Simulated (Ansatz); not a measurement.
# Graphite

These are r²SCAN-D4 (plane waves, PAW; Ansatz, a first-principles code) values and carry that method's errors.

Settings: plane-wave cutoff 500 eV, 18×18×6 k mesh (along the axes of the cell as run), Fermi–Dirac smearing 0.05 eV, scalar-relativistic PAW data made under PBE.

Cell (relaxed at this level):

Space group P6₃/mmc (No. 194); a = b = 2.453 Å, c = 6.748 Å, α = β = 90.00°, γ = 120.00°

```csv
atom,site,symmetry,x,y,z
C,2b,-6m2,0.0000,0.0000,0.2500
C,2c,-6m2,0.3333,0.6667,0.2500
```

```json
{
  "volume_per_atom": "8.79 Å³/atom",
  "equilibrium_lattice_constant_a": "2.453 Å",
  "lattice_parameter_c": "6.748 Å"
}
```

Measured, for comparison: lattice constant a 2.461 Å (300 K, not corrected to a static lattice, our sources range from 2.456 to 2.461; as tabulated in Wikipedia's data pages); lattice parameter c 6.67 Å (low temperature, zero-point motion not removed; as tabulated in Berland et al. (2010), arXiv:1007.3305). Computed (rounded) less measured: lattice constant a -0.3 % (-0.1 % to -0.3 % over the range), lattice parameter c +1.2 %. A static lattice is as a rule a little smaller and stiffer than an uncorrected measurement, which narrows the difference in the lattice constant a and would widen misses of the other sign.

Static lattice: no zero-point or thermal effects.
